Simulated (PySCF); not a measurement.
**EPR parameters of C4H7O**

C4H7O (doublet state).
Structure used (GFN2-xTB), in Å, numbered top down from 1:
```xyz
12
C4H7O angstrom
C      1.5558   -0.3832    0.7630
C      0.4982   -0.8711    0.1336
C     -0.2604   -0.1314   -0.9368
C     -1.4753    0.4380   -0.2956
O     -1.3764    1.5052    0.5497
H      2.0260   -0.9077    1.5770
H      2.0078    0.5547    0.4805
H      0.0637   -1.8122    0.4400
H      0.3632    0.6678   -1.3498
H     -0.5527   -0.8087   -1.7402
H     -2.3382   -0.1695   -0.0880
H     -0.5104    1.9173    0.4404
```

The hyperfine couplings belong to this conformer and change with its torsions.

Identity: `C(C=C)[CH]O` [radical].

The calculation used PySCF, UKS B3LYP, pcH-1 on C H O, non-relativistic, mean-field spin-orbit, GIAO. Geometry: GFN2-xTB, one conformer, isolated molecule. The geometry wasn't refined by DFT: couplings that depend on bond lengths, twists or pyramidal angles can differ widely from those at the functional's own minimum. Stability of the SCF solution: not tested.

```
g1, g2, g3        : 2.00214, 2.00310, 2.00426
g_iso             : 2.00317
Form of g         : rhombic: the two nearest values differ by 45 % of g3 − g1
⟨S²⟩              : 0.7538 (exact 0.7500)
α and β electrons : 20, 19
Total energy      : -231.79472 Eh
Basis functions   : 195
```

Isotropic coupling and dipolar principal values T1 to T3, in mT (MHz turned into mT with g_iso):

```csv
atom,isotope,a_iso,T1,T2,T3,Mulliken spin population
C1,13C,0.22,-0.17,-0.13,0.31,0.06
C2,13C,2.49,-0.27,-0.12,0.40,0.02
C3,13C,-0.66,-0.08,-0.03,0.11,-0.05
C4,13C,5.20,-2.68,-2.63,5.31,0.87
O5,17O,-0.80,-2.34,1.12,1.22,0.13
H6,1H,0.03,-0.10,-0.03,0.13,0.00
H7,1H,-0.08,-0.07,0.00,0.07,0.00
H8,1H,-0.08,-0.13,-0.07,0.20,0.00
H9,1H,1.31,-0.19,-0.15,0.33,0.02
H10,1H,0.67,-0.20,-0.15,0.35,0.01
H11,1H,-1.57,-1.23,-0.05,1.28,-0.04
H12,1H,-0.44,-0.49,-0.30,0.79,0.00
```

The largest Mulliken spin populations are on C4 (+0.87), O5 (+0.13) and C1 (+0.06). C4 is the only atom above +0.15. The angles at C4 add up to 354.3°, so it is nearly planar; its axial dipolar tensor and the negative coupling of its proton fit spin in a p orbital normal to that plane.

Axes: g3 points within 4° of the O5–H12 bond.

Under fast tumbling the dipolar parts average out, and these isotropic splittings remain: 1 × 1H (H11, I = 1/2, 2 lines) with 1.57 mT, 2 × 1H (H9/H10, I = 1/2, 3 lines) with 0.99 mT, 1 × 1H (H12, I = 1/2, 2 lines) with 0.44 mT, 1 × 1H (H8, I = 1/2, 2 lines) with 0.08 mT, 1 × 1H (H7, I = 1/2, 2 lines) with 0.08 mT and 1 × 1H (H6, I = 1/2, 2 lines) with 0.03 mT.

Class means assume fast exchange of nuclei equivalent by connectivity; if that motion is slow, each nucleus keeps its own coupling. The 1H value of +27.7 MHz is a mean of couplings from 18.7 to 36.7 MHz in this one geometry, not an average over conformers.

The 13C coupling of C4 (145.9 MHz) shows only in satellite lines or after enrichment, since that isotope makes up about 1.07 % of natural carbon.

The 17O coupling of O5 (-22.3 MHz) shows only in satellite lines or after enrichment, since that isotope makes up about 0.038 % of natural oxygen.

The spin density at the nucleus, in bohr⁻³, is negative for C3 (-0.0166), H11 (-0.0099) and H12 (-0.0027), for instance. A restricted open-shell determinant has no negative spin density anywhere; here it arises because α and β orbitals differ (spin polarisation).
